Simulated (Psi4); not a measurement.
**UOMP2/aug-cc-pVDZ (density fitting for correlation) run of BHSCl (SMILES S[B]Cl)**

What is the vertical ionisation energy of BHSCl at UOMP2/aug-cc-pVDZ (density fitting for correlation)? 

The calculation is run with Psi4 1.11.

2 further runs of the same task are left out: 2 set aside as unsound or not needed.

## 1. The system as given

BHSCl has 4 atoms, charge 0, and is taken as a doublet. SMILES: `S[B]Cl`. Geometry: relaxed at PBE0-D4/def2-TZVP.

Bond lengths: S1–B2 1.766 Å, B2–Cl3 1.722 Å, S1–H4 1.344 Å. Angles: S1–B2–Cl3 124.8°, B2–S1–H4 96.3°.

## 2. A single-point energy at UOMP2/aug-cc-pVDZ (density fitting for correlation)

The input, bclhs_ase.py:

```python
import numpy as np
from ase.calculators.psi4 import Psi4
from ase import Atoms

mol = Atoms(['S', 'B', 'Cl', 'H'], positions=[
    [0.566400, -0.789100, 0.531400],
    [-0.299600, 0.475700, -0.345800],
    [-2.014100, 0.616000, -0.427300],
    [1.802900, -0.362900, 0.221400],
])
calc = Psi4(atoms=mol, method='omp2', basis='aug-cc-pVDZ', memory='1600MB', num_threads=1, charge=0, multiplicity=2, label='psi4-calc', reference='uhf')
calc.psi4.set_options({'puream': True, 'e_convergence': 1e-09, 'd_convergence': 1e-08, 'scf_type': 'pk', 'num_frozen_docc': 11, 'maxiter': 200})
mol.calc = calc

print(f'energy: {mol.get_potential_energy():.6f} eV')
```

Run with:

```bash
$ python bclhs_ase.py
```

psi4-calc.dat:

```text
[...]
  Running in c1 symmetry.
[...]
  Nuclear repulsion =  106.345080196469851
[...]
  Multiplicity = 2
[...]
  Nalpha       = 20
  Nbeta        = 19
[...]
    Number of basis functions: 86
[...]
   @UHF iter   1:  -882.28099872069220   -3.40397e-01   2.25647e-03 DIIS/ADIIS
[...]
   @UHF iter  15:  -882.32081440053503   -3.75167e-12   5.14713e-09 DIIS
[...]
   @S^2 Observed:                7.573394787E-01
[...]
    Orbital Energies [Eh]
    ---------------------
    Alpha Occupied:
       1A   -104.851114     2A    -91.984725     3A    -10.579688
       4A     -8.989178     5A     -8.047427     6A     -8.044636
       7A     -8.044047     8A     -7.712784     9A     -6.671526
      10A     -6.670172    11A     -6.667622    12A     -1.139915
      13A     -1.012774    14A     -0.684393    15A     -0.590689
      16A     -0.537519    17A     -0.508640    18A     -0.501898
      19A     -0.409533    20A     -0.347683
    Alpha Virtual:
      21A      0.037787    22A      0.052730    23A      0.054715
      24A      0.056762    25A      0.080470    26A      0.091650
[...]
  @UHF Final Energy:  -882.32081440053503
   => Energetics <=
    Nuclear Repulsion Energy =            106.3450801964698513
    One-Electron Energy =               -1429.8333878569237640
    Two-Electron Energy =                 441.1674932599188992
    Total Energy =                       -882.3208144005350277
  UHF NO Occupations:
  HONO-2 :   18  A 1.9987366
  HONO-1 :   19  A 1.9983339
[...]
 Multipole Moments:
 ------------------------------------------------------------------------------------
     Multipole            Electronic (a.u.)      Nuclear  (a.u.)        Total (a.u.)
 ------------------------------------------------------------------------------------
 L = 1.  Multiply by 2.5417464519 to convert [e a0] to [Debye]
 Dipole X            :         -2.6986413            3.2177625            0.5191212
 Dipole Y            :          1.3547731           -1.3650286           -0.0102555
 Dipole Z            :         -0.9226882            0.9249063            0.0022181
 Magnitude           :                                                    0.5192272
[...]
	Warning: cc_lambda option is changed to TRUE
	For this residual convergence, default PCG convergence is:     1.00e-07
[...]
	DF-SCS-MP2 Total Energy (a.u.)     :  -882.65935924967005
	DF-SOS-MP2 Total Energy (a.u.)     :  -882.65400819959211
[...]
	DF-SCS-OMP2 Total Energy (a.u.)    :  -882.66358939755560
	DF-SOS-OMP2 Total Energy (a.u.)    :  -882.63128526982439
	DF-SCS(N)-OMP2 Total Energy (a.u.) :  -882.48532159813487
[...]
	DF-OMP2 Total Energy (a.u.)        :  -882.67544274194790
[...]
```

Standard output:

```text
energy: -24018.822207 eV
```

Run time: 31 s. Hardware: 1 thread of Intel Xeon Platinum 8375C at 2.90GHz (Ice Lake), shared host; peak memory 0.44 GiB.

## 3. The singlet cation, same level

The input, bclhs.xyz:

```xyz
4
BClHS
S      0.566400    -0.789100     0.531400
B     -0.299600     0.475700    -0.345800
Cl    -2.014100     0.616000    -0.427300
H      1.802900    -0.362900     0.221400
```

The input, bclhs.py:

```python
import psi4

psi4.set_memory('1600 MB')
psi4.set_num_threads(1)
psi4.set_output_file('psi4.out', False)

with open('bclhs.xyz') as f:
    atoms = ''.join(f.readlines()[2:])
geom = psi4.geometry('1 1\n' + atoms + 'symmetry c1')

psi4.set_options({
    'basis': 'aug-cc-pVDZ',
    'puream': True,
    'e_convergence': 1e-09,
    'd_convergence': 1e-08,
    'scf_type': 'pk',
    'num_frozen_docc': 11,
})

e_tot, wfn = psi4.energy("omp2", return_wfn=True)
print(f'total energy {e_tot:.8f} hartree = {e_tot * 27.211386:.5f} eV')
```

Run with:

```bash
$ python bclhs.py
```

psi4.out:

```text
[...]
  Running in c1 symmetry.
[...]
  Nuclear repulsion =  106.345080196469851
[...]
  Multiplicity = 1
[...]
  Nalpha       = 19
  Nbeta        = 19
[...]
    Number of basis functions: 86
[...]
   @RHF iter   1:  -881.94753911311159   -6.93744e-03   3.24105e-03 ADIIS/DIIS
[...]
   @RHF iter  12:  -882.01562524888413   -1.31877e-11   6.87499e-09 DIIS
[...]
    Orbital Energies [Eh]
    ---------------------
    Doubly Occupied:
       1A   -105.115550     2A    -92.243102     3A    -10.839990
       4A     -9.244333     5A     -8.307070     6A     -8.304196
       7A     -8.303942     8A     -8.045423     9A     -6.925659
      10A     -6.924423    11A     -6.922491    12A     -1.383364
      13A     -1.253078    14A     -0.913803    15A     -0.818162
      16A     -0.758460    17A     -0.748184    18A     -0.722477
      19A     -0.642977
[...]
  @RHF Final Energy:  -882.01562524888413
   => Energetics <=
    Nuclear Repulsion Energy =            106.3450801964698513
    One-Electron Energy =               -1419.8880349524363282
    Two-Electron Energy =                 431.5273295070824702
    Total Energy =                       -882.0156252488841346
[...]
 Multipole Moments:
 ------------------------------------------------------------------------------------
     Multipole            Electronic (a.u.)      Nuclear  (a.u.)        Total (a.u.)
 ------------------------------------------------------------------------------------
 L = 1.  Multiply by 2.5417464519 to convert [e a0] to [Debye]
 Dipole X            :         -1.9929648            3.2177625            1.2247976
 Dipole Y            :          1.7949446           -1.3650286            0.4299159
 Dipole Z            :         -1.2377008            0.9249063           -0.3127946
 Magnitude           :                                                    1.3352144
[...]
	Warning: cc_lambda option is changed to TRUE
	For this residual convergence, default PCG convergence is:     1.00e-07
[...]
	DF-MP2 Total Energy (a.u.)         :  -882.37040398470356
[...]
	DF-MP2 Total Energy (a.u.)         :  -882.37824678606864
[...]
	DF-OMP2 Total Energy (a.u.)        :  -882.37824678604227
[...]
```

On the terminal:

```text
total energy -882.37824679 hartree = -24010.73507 eV
```

Run time: 14 s. Hardware: 1 thread of Intel Xeon Platinum 8375C at 2.90GHz (Ice Lake), shared host; peak memory 0.42 GiB.

## 4. Summary of results

Level: UOMP2/aug-cc-pVDZ (density fitting for correlation), 11 core orbitals frozen.

```
                                                                 quantity          value
                                              doublet BHSCl: total energy  -882.67544 Eh
doublet BHSCl: HOMO energy (Hartree–Fock orbitals) (highest over α and β)       -9.46 eV
 doublet BHSCl: LUMO energy (Hartree–Fock orbitals) (lowest over α and β)        0.81 eV
              doublet BHSCl: correlation energy (11 core orbitals frozen)     -354.6 mEh
                         doublet BHSCl: ⟨S²⟩ of the reference determinant          0.757
                                             singlet cation: total energy  -882.37825 Eh
                      singlet cation: HOMO energy (Hartree–Fock orbitals)      -17.50 eV
                      singlet cation: LUMO energy (Hartree–Fock orbitals)       -6.98 eV
                    singlet cation: HOMO–LUMO gap (Hartree–Fock orbitals)       10.51 eV
             singlet cation: correlation energy (11 core orbitals frozen)     -362.6 mEh
                       vertical ionisation energy (to the singlet cation)       8.087 eV
```

The vertical ionisation energy comes to 8.09 eV (186 kcal/mol). Only the singlet of the ionised species was computed; a triplet could lie lower.
